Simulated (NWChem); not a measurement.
# CCl2 (dichloromethylene): levels of theory compared

We compute a comparison of 6 runs (HF/STO-3G, wB97X/pcseg-1, B3LYP/6-31G*, SVWN5/cc-pVTZ, CCSD/6-31G**, CCSD(T)/def2-SVPD) of CCl2 (dichloromethylene). 

The calculation is run with NWChem 7.3.0.

## (1) The system as given

CCl2 has 3 atoms, charge 0, and is taken as a singlet. SMILES: `Cl[C]Cl`. The shape is that of a PBE0-D4/def2-TZVP optimisation.

Bond lengths: Cl1–C2 1.708 Å, C2–Cl3 1.708 Å. Angles: Cl1–C2–Cl3 109.5°.

## (2) Energy and gradient at HF/STO-3G (run 1)

File run.py:

```python
from ase import Atoms
from ase.calculators.nwchem import NWChem

mol = Atoms(['Cl', 'C', 'Cl'], positions=[
    [1.236700, -0.329300, 0.644300],
    [-0.231600, -0.585100, -0.189800],
    [-1.005100, 0.914500, -0.454500],
])

calc = NWChem(
    label='ccl2',
    theory='scf',
    memory='2200 mb',
    basis='STO-3G',
    basispar='spherical bse',
    scf={'nopen': '0', 'rhf': None, 'thresh': '1e-08', 'maxiter': '80', 'print': 'low'},
)
mol.calc = calc

forces = mol.get_forces()
print("Total energy (eV):", round(mol.get_potential_energy(), 6))
print("forces (eV/A):")
for s, f in zip(mol.symbols, forces):
    print(f"{s:2s} {f[0]:10.5f} {f[1]:10.5f} {f[2]:10.5f}")
```

Launch:

```
$ export ASE_NWCHEM_COMMAND="nwchem PREFIX.nwi > PREFIX.nwo"
$ python run.py
```

What it wrote:

```text
Total energy (eV): -25753.42116
forces (eV/A):
Cl    2.89337    0.47751    1.64078
C    -1.35245   -3.41443   -1.10809
Cl   -1.54091    2.93692   -0.53268
```

The calculator wrote ccl2.nwi:

```
title "ccl2"

permanent_dir ccl2

scratch_dir ccl2

start ccl2

geometry units angstrom nocenter noautosym noautoz
  Cl 1.2366999999999999e+00 -3.2929999999999998e-01 6.4429999999999998e-01
  C  -2.3160000000000000e-01 -5.8509999999999995e-01 -1.8980000000000000e-01
  Cl -1.0051000000000001e+00 9.1449999999999998e-01 -4.5450000000000002e-01
end

memory 2200 mb

basis spherical bse noprint
   * library STO-3G
end

scf
  nopen 0
  rhf
  thresh 1e-08
  maxiter 80
  print low
end

task scf gradient
```

ccl2.nwo:

```text
Northwest Computational Chemistry Package (NWChem) 7.3.0
             --------------------------------------------------------

           Job information
           ---------------

    nwchem branch   = 7.3.0
    use scalapack   = T
    input           = ccl2.nwi
    prefix          = ccl2.
    data base       = ccl2/ccl2.db
    status          = startup
    nproc           =        1

           Memory information
           ------------------

    heap     =     72089598 doubles =      550.0 Mbytes
    stack    =     72089595 doubles =      550.0 Mbytes
    global   =    144179200 doubles =     1100.0 Mbytes (distinct from heap & stack)
    total    =    288358393 doubles =     2200.0 Mbytes
    verify   = yes
    hardfail = no

[... 34 lines left out ...]
            Nuclear Dipole moment (a.u.)
[... 51 lines left out ...]
 Forming initial guess at       0.0s

 Starting SCF solution at       0.1s

       Final RHF  results
       ------------------

         Total SCF energy =   -946.420779037184
      One-electron energy =  -1543.189509883571
      Two-electron energy =    478.734653264924
 Nuclear repulsion energy =    118.034077581463

        Time for solution =      0.5s

                              NWChem Gradients Module
                              -----------------------

                         RHF ENERGY GRADIENTS

    atom               coordinates                        gradient
                 x          y          z           x          y          z
   1 Cl      2.337024  -0.622287   1.217550   -0.056267  -0.009286  -0.031908
   2 C      -0.437661  -1.105679  -0.358670    0.026301   0.066400   0.021549
   3 Cl     -1.899364   1.728154  -0.858880    0.029966  -0.057114   0.010359

 Task  times  cpu:        0.6s     wall:        0.6s
 Total times  cpu:        0.7s     wall:        0.7s
```

Wall time 1.8 s (1 thread of AMD EPYC 7R43 (Zen 3), shared host); peak memory 0.094 GiB.

## (3) Energy and gradient at wB97X/pcseg-1 (run 2)

File ccl2.nw:

```
start ccl2
title "CCl2"
memory 2200 mb
charge 0

geometry units angstroms noautosym nocenter noautoz
   Cl       1.236700      -0.329300       0.644300
   C       -0.231600      -0.585100      -0.189800
   Cl      -1.005100       0.914500      -0.454500
end

basis spherical bse
   Cl library pcseg-1
   C library pcseg-1
end

dft
   xc wb97x
   mult 1
   grid xfine
   convergence energy 1e-08
   iterations 100
   mulliken
   print low
end

task dft gradient
```

Launch:

```
$ nwchem ccl2.nw > ccl2.out
```

What it wrote:

```text
[...]
 d= 0,ls=0.0,diis     1   -958.2433571082 -1.08D+03  2.05D-02  5.80D-01     1.5
[...]
 d= 0,ls=0.0,diis    10   -958.3243091694 -8.80D-09  2.96D-06  2.55D-09    14.0
         Total DFT energy =     -958.324309169400
      One electron energy =    -1555.792949701766
           Coulomb energy =      541.228570330673
    Exchange-Corr. energy =      -61.794007379770
 Nuclear repulsion energy =      118.034077581463
[...]
      Total Density - Mulliken Population Analysis
     ---------------------------------------------
    Atom       Charge   Shell Charges
 -----------   ------   -------------------------------------------------------
    1 Cl  17    16.99   2.00  1.99  1.25  0.70  5.99  3.83  1.18  0.05
    2 C    6     6.02   2.00  0.93  0.85  1.56  0.63  0.05
    3 Cl  17    16.99   2.00  1.99  1.25  0.70  5.99  3.83  1.18  0.05
[...]
                         DFT ENERGY GRADIENTS
    atom               coordinates                        gradient
                 x          y          z           x          y          z
   1 Cl      2.337024  -0.622287   1.217550   -0.005117  -0.000193  -0.002832
   2 C      -0.437661  -1.105679  -0.358670    0.001973   0.004962   0.001614
   3 Cl     -1.899364   1.728154  -0.858880    0.003144  -0.004769   0.001217
 Task  times  cpu:       17.7s     wall:       17.7s
 Total times  cpu:       17.8s     wall:       17.8s
```

It took 19 s on 1 thread of AMD EPYC 7R43 (Zen 3), shared host; peak memory 0.12 GiB.

Run 3 isn't shown in full; the table further down has it.

## (4) Energy and forces at SVWN5/cc-pVTZ (run 4)

File work.nw:

```
start work
title "CCl2"
memory 2200 mb

geometry units bohr noautosym nocenter noautoz
Cl  2.33702430 -0.62228681  1.21755054
C  -0.43766057 -1.10567876 -0.35867002
Cl -1.89936373  1.72815454 -0.85888052
end

basis spherical bse
Cl library cc-pVTZ
C library cc-pVTZ
end

dft
xc slater vwn_5
grid fine
convergence energy 1e-08
maxiter 100
mulliken
print medium
end

task dft gradient
```

Launch:

```
$ nwchem work.nw > work.out
```

What it wrote:

```text
[...]
          Wavefunction type:  closed shell.
          No. of atoms     :     3
          No. of electrons :    40
[...]
          Charge           :     0
          Spin multiplicity:     1
[...]
          AO basis - number of functions:    98
[...]
              XC Information
              --------------
                        Slater Exchange Functional  1.000 local
                      VWN V Correlation Functional  1.000 local
[...]
 d= 0,ls=0.0,diis     1   -955.0263219376 -1.07D+03  1.41D-02  1.93D+00     5.6
[...]
 d= 0,ls=0.0,diis    11   -955.1420149212 -4.66D-10  2.55D-07  6.59D-10    41.5
         Total DFT energy =     -955.142014921215
      One electron energy =    -1555.364767075714
           Coulomb energy =      540.574644949573
    Exchange-Corr. energy =      -58.385961836134
 Nuclear repulsion energy =      118.034069041060
[...]
      Total Density - Mulliken Population Analysis
     ---------------------------------------------
    Atom       Charge   Shell Charges
 -----------   ------   -------------------------------------------------------
    1 Cl  17    16.91   2.00  1.80  0.28  1.20  0.64  5.78  1.19  2.71  1.24  0.02  0.05  0.01
    2 C    6     6.18   1.91  0.25  0.99  0.68  0.64  1.16  0.41  0.02  0.11  0.01
    3 Cl  17    16.91   2.00  1.80  0.28  1.20  0.64  5.78  1.19  2.71  1.24  0.02  0.05  0.01
[...]
  wavefunction    = closed shell
                         DFT ENERGY GRADIENTS
    atom               coordinates                        gradient
                 x          y          z           x          y          z
   1 Cl      2.337024  -0.622287   1.217551   -0.002324  -0.000899  -0.001373
   2 C      -0.437661  -1.105679  -0.358670    0.001424   0.003583   0.001165
   3 Cl     -1.899364   1.728155  -0.858881    0.000900  -0.002684   0.000208
[...]
```

Run time: 59 s. Hardware: 1 thread of AMD EPYC 7R43 (Zen 3), shared host; peak memory 0.12 GiB.

Run 5 isn't shown in full; the table further down has it.

## (5) The energy at CCSD(T)/def2-SVPD (run 6)

File work.nw:

```
start work
memory stack 880 mb heap 220 mb global 1100 mb

geometry noautosym nocenter noautoz
 Cl       1.236700      -0.329300       0.644300
 C       -0.231600      -0.585100      -0.189800
 Cl      -1.005100       0.914500      -0.454500
end

basis spherical bse
 * library def2-SVPD
end

scf
 singlet
 rhf
 thresh 1e-08
 maxiter 80
end

ccsd
 freeze core 11
 maxiter 60
end

task ccsd(t) energy
```

Launch:

```
$ nwchem work.nw > work.out
```

What it wrote:

```text
[...]
  functions       =    74
[...]
  wavefunction    = RHF
[...]
         Total SCF energy =   -956.438759069925
      One-electron energy =  -1554.441278593332
      Two-electron energy =    479.968441941944
 Nuclear repulsion energy =    118.034077581463
        Time for solution =      5.7s
[...]
 Total MP2 energy:           -956.847381761916040
[...]
             energy      energy      error      ampl     ampl      Block
                                                time     time      time
[...]
 Total CCSD energy:           -956.880451548026031
[...]
 Total CCSD+T(CCSD) energy:           -956.899653087272895
[...]
 Total CCSD(T) energy:                -956.898373632759672
[...]
```

Run time: 46 s. Hardware: 1 thread of AMD EPYC 7R43 (Zen 3), shared host; peak memory 0.16 GiB.

## (6) Overview of the runs

```
run                               level  iteration cap   module  energy (Eh)  largest force (eV/Å)  wall time
  1                           HF/STO-3G             80      scf  -946.420779                 3.836      1.8 s
  2                       wB97X/pcseg-1            100      dft  -958.324309                 0.301       19 s
  3  B3LYP/6-31G* (Cartesian functions)            100      dft  -958.381456                 1.033      7.5 s
  4                       SVWN5/cc-pVTZ            100      dft  -955.142015                 0.207       59 s
  5  CCSD/6-31G** (spherical functions)             80     ccsd  -957.112409                     –       18 s
  6                   CCSD(T)/def2-SVPD             80  ccsd(t)  -956.898374                     –       46 s
```

## (7) What came out

| quantity | value |
| --- | --- |
| run 6: total energy | -956.89837 Eh |
| run 6: HOMO energy (Hartree–Fock orbitals) | -10.97 eV |
| run 6: LUMO energy (Hartree–Fock orbitals) | 0.71 eV |
| run 6: HOMO–LUMO gap (Hartree–Fock orbitals) | 11.68 eV |
| run 6: correlation energy (11 core orbitals frozen) | -459.6 mEh |
| run 6: (T) correction | -17.92 mEh |

What this shows: Totals of different functionals can't be ranked against each other. In run 1 the basis is minimal, so the values are rough. All runs together took 2.5 min, the longest 59 s.
